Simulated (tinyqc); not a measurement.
Orbital energy against energy difference: ionisation energy by orbital energies and by energy differences in the cc-pvdz basis, for H2O, spin multiplicity 1. Computed by the program tinyqc with PySCF. The cation is unrestricted; errors are against CCSD(T) in this basis, not against experiment.

Geometry (angstrom):
```
atom       x        y       z
O     0.0000   0.0000  0.0000
H     0.0000   0.7250  0.5310
H     0.0000  -0.7250  0.5310
```

CCSD(T) difference in the same basis = 12.1947 eV

IP-EOM-CCSD = 12.0390 eV

First vertical ionisation energy (eV):
```
method     -e(HOMO)  E(cation) - E  error of -e(HOMO)  error of the difference
HF           13.524       10.99111              1.329                   -1.204
LDA           6.340       12.89747             -5.854                    0.703
PBE           6.232       12.53328             -5.962                    0.339
B3LYP         7.949       12.56920             -4.246                    0.375
CAM-B3LYP     9.849       12.56721             -2.345                    0.373
LC-wPBE      11.331       12.62073             -0.864                    0.426
```

Estimate the missing row, method = PBE0.

Computed row:
```
method  -e(HOMO)  E(cation) - E  error of -e(HOMO)  error of the difference
PBE0       8.323       12.45239             -3.872                    0.258
```

Koopmans errs by +1.33 eV and Delta-HF by -1.20 eV: relaxation, 2.53 eV, lowers the value and the missing correlation difference works against it. The PBE level is off by -6.0 eV through the wrong tail of its potential, though its energy difference is off by +0.34 eV; exact exchange deepens the level, and among the orbital energies LC-wPBE comes closest; among the differences PBE0 does.
